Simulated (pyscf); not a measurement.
PySCF, gas phase, ωB97X-D3(BJ)/def2-SVP geometries.

Question: PBE/def2-TZVP puts the barrier of `[SiH2]=[Se]` + `[H][H]` → `[SiH3][SeH]` (addition across a multiple bond or ene-type step; singlet surface; H–H broken, H–Se, H–Si formed) at 17.0 kcal/mol and the reaction energy at -26.4 kcal/mol, from the separated reactants. What do B3LYP-D3(BJ)/def2-TZVP, PBE0-D3(BJ)/def2-TZVP, ωB97M-D3(BJ)/def2-TZVP give on the same structures?

Answer: B3LYP-D3(BJ): ΔE‡ = 21.9 kcal/mol, ΔE = -27.2 kcal/mol; PBE0-D3(BJ): ΔE‡ = 16.8 kcal/mol, ΔE = -30.4 kcal/mol; ωB97M-D3(BJ): ΔE‡ = 21.5 kcal/mol, ΔE = -29.5 kcal/mol. PBE's barrier matches one of them and lies within 4.9 kcal/mol of the others. Its reaction energy lies over all of them, by 0.8 to 4.0 kcal/mol. At the saddle there is also a short H–Si contact that neither side keeps. One saddle was located; it need not be the lowest between these sides. Elements up to Kr have no core potential and no relativistic terms here.
